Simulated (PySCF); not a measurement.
Structure problem from calculated spectra and properties.

Formula: C3H7F.

* Rotational structure: rotational constants A, B, C: 8.786, 8.127, 4.822 GHz [PBE0-D3(BJ)/def2-SVP]
* 1H NMR: chemical shifts (computed TMS as zero) by class: 4.58 (1 H), 1.24 (6 H) ppm [GIAO PBE0/pcSseg-1]
* NMR, other nuclei: isotropic shieldings of nuclei other than C and H, by class: 370 (1 F) ppm [GIAO PBE0/pcSseg-1]
* Dipole: 1.88 D [PBE0/pcSseg-1]
* Couplings: largest of the computed one-bond spin–spin couplings (means over like bonds): 19F–13C -224.9, 13C–1H +151.3, 13C–1H +132.9 (×6), 13C–13C +41.2 (×2) Hz [B3LYP/pcJ-1, spin–dipole term left out for some pairs]
* 13C NMR: chemical shifts (computed TMS as zero) by class: 86.2 (1 C), 24.3 (2 C) ppm [GIAO PBE0/pcSseg-1]

Gas-phase values; electronic properties from PySCF, density fitting. Levels stand in brackets. Geometry: PBE0-D3(BJ)/def2-SVP; no solvent, vibrations or thermal averaging. NMR classes are plain means over equivalent atoms (diastereotopic ones count apart unless rotation or inversion swaps them), as if these changed places fast.

**Question.** What is the compound? Reason from the data.

**Answer.** Numbering: `[CH3:1][CH:2]([CH3:3])[F:4]`. Its formula, C3H7F, gives 0 degrees of unsaturation, so no ring and no π bond. 3 carbons fall into 2 classes; from least to most shielded: sp3 C–F carbon [C2] (86.2 ppm), methyl carbon [C1/C3] (24.3 ppm, 2 C). Hydrogen classes from least to most shielded: 1 H on an sp3 C–F carbon, C2 (4.58 ppm), 6 H on 2 methyl carbons, C1/C3 (1.24 ppm, a mean of values up to 0.8 ppm apart in this geometry). The other shieldings belong to: 370 ppm, alkyl fluorine [F4]. The couplings run between: -224.9 Hz, alkyl fluorine [F4] and sp3 C–F carbon [C2]; +151.3 Hz, sp3 C–F carbon [C2] and its hydrogen; +132.9 Hz, methyl carbon [C1] and its hydrogen (with 5 like pairs); +41.2 Hz, methyl carbon [C1] and sp3 C–F carbon [C2] (with 1 like pair). The optimised geometry has point group Cs and is an asymmetric top. Structure: `CC(C)F`. The assignments are read from this structure; whether some other isomer fits the data as well wasn't checked.
